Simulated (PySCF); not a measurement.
Stepwise substitution at one centre (B Cl-OH). Isolated molecules, 0 K electronic values unless said otherwise. One relaxed conformer stands for each flexible species; it need not be the lowest. Strings in code marks are SMILES.

Computed with PBE0-D3(BJ)/def2-TZVP run with PySCF. Delta-SCF ions had no search for a lower state. Excitations are Tamm–Dancoff values on a coarser integration grid. The basis has no diffuse functions, so Rydberg states are missing or too high.

| species | vertical ionisation energy (Delta-SCF) (eV) | T1 excitation (TDA) (eV) | HOMO (eV) | S1 excitation (TDA) (eV) | S1 oscillator strength |
|---|---|---|---|---|---|
| 0 of 3 Cl replaced by OH (`ClB(Cl)Cl`) | ___ | 5.52 | ___ | 5.72 | 0.000 |
| 1 of 3 Cl replaced by OH (`OB(Cl)Cl` (H–O–B–Cl torsion 180°)) | 11.46 | 6.79 | ___ | ___ | 0.000 |
| 2 of 3 Cl replaced by OH | 11.83 | 8.07 | -9.14 | 8.41 | 0.036 |
| 3 of 3 Cl replaced by OH (`OB(O)O`) | 11.79 | ___ | -9.18 | 7.91 | 0.001 |

Problem. Some entries are withheld; supply them.

Solution. 
- 0 of 3 Cl replaced by OH (`ClB(Cl)Cl`), vertical ionisation energy (Delta-SCF) (eV): 11.30
- 0 of 3 Cl replaced by OH (`ClB(Cl)Cl`), HOMO (eV): -9.09
- 1 of 3 Cl replaced by OH (`OB(Cl)Cl` (H–O–B–Cl torsion 180°)), HOMO (eV): -9.08
- 1 of 3 Cl replaced by OH (`OB(Cl)Cl` (H–O–B–Cl torsion 180°)), S1 excitation (TDA) (eV): 6.99
- 3 of 3 Cl replaced by OH (`OB(O)O`), T1 excitation (TDA) (eV): 7.60
